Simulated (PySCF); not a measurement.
Structure with atom numbers: `[SiH:1][Cl:2]`. Each H is labelled by its parent atom.

Geometry: PBE0-D3(BJ)/def2-SVP; GIAO shifts from PySCF, gas phase, non-relativistic, averaged over equivalent atoms.

At PBE0/pcSseg-1 (53 basis functions, 1.8 s wall time on 1 thread of an Arm Neoverse V1, shared host):
```csv
atoms,δ (ppm)
Si1,625.1
Cl2,618.2
H(Si1),11.10
```

Chemical shifts δ = σref − σ; ²⁹Si (σref 351.99) and ¹H (σref 31.27) vs TMS; HCl for ³⁵Cl (σref 943.27), all at this level.

What do these become at KT3/pcSseg-2?

## Answers


| atoms | δ at KT3/pcSseg-2 | change |
| --- | --- | --- |
| Si1 | 530.9 | -94.2 |
| Cl2 | 586.1 | -32.1 |
| H(Si1) | 10.66 | -0.44 |

Chemical shifts δ = σref − σ; ²⁹Si (σref 358.24), ¹H (σref 31.35) against TMS; ³⁵Cl (σref 937.43) against HCl, all at this level.

The largest change is at Si1 (silicon bonded to Cl, H). Cost: 100 basis functions, 2.8 s wall time on 1 thread of an Arm Neoverse V1, shared host.
